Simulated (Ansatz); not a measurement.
The first iterations of a band of CH3 + H4Si (9 atoms, charge 0, multiplicity 2).

The calculation used Ansatz 0.2.0, UKS PBE/6-31G*.

```json
{"movable images": "9", "climbing image": "yes", "spring": "5.0 eV/Å²", "optimiser": "quadratic models (default)", "start path": "through a guess of the saddle point", "force threshold": "0.03 eV/Å", "iteration limit": "60", "end points": "relaxed"}
```

Image 0:

```xyz
9
Properties=species:S:1:pos:R:3
Si 0.000 0.000 -0.383
H 0.000 0.000 1.117
H 1.412 0.000 -0.888
H -0.705 1.222 -0.888
H -0.705 -1.222 -0.888
C 0.000 0.000 3.936
H -0.589 -0.918 3.946
H 1.089 -0.051 3.945
H -0.500 0.969 3.946
```

Image 10:

```xyz
9
Properties=species:S:1:pos:R:3
Si 0.001 0.000 -0.815
H -0.001 0.000 2.595
H 1.429 0.000 -1.275
H -0.714 1.237 -1.275
H -0.714 -1.237 -1.275
C 0.000 0.000 3.697
H -0.561 -0.873 4.064
H 1.036 -0.049 4.063
H -0.475 0.922 4.064
```

| iteration | highest image above the first end (eV) | largest band force component (eV/Å) |
| --- | --- | --- |
| 1 | 0.170 | 2.882 |
| 2 | 0.081 | 2.109 |
| 3 | 0.726 | 5.721 |
| 4 | 0.075 | 1.196 |
| 5 | 0.060 | 0.694 |
| 6 | 0.779 | 2.308 |
| 7 | 0.144 | 1.081 |
| 8 | 0.079 | 0.557 |
| 9 | 0.057 | 0.318 |
| 10 | 0.095 | 0.670 |
| 11 | 0.084 | 0.569 |
| 12 | 0.145 | 2.295 |
| 13 | 0.114 | 2.073 |
| 14 | 0.059 | 1.420 |
| 15 | 0.207 | 1.843 |
| 16 | 0.149 | 1.461 |
| 17 | 0.117 | 0.810 |
| 18 | 0.282 | 2.724 |
| 19 | 0.205 | 2.778 |
| 20 | 0.535 | 5.698 |

Question: Does the band converge within its limit, and where does its top end?

Answer: The run ended unconverged. It ended after 60 iterations with the highest image 0.267 eV above the first end. The band didn't meet its force threshold, so its energies are provisional: the largest band force was still 2.06 eV/Å, and over the last iterations the top moved between 0.27 and 0.37 eV.

Time of the run: 13 min on 1 thread of Arm Neoverse V2 (shared host), peak memory 0.11 GiB.
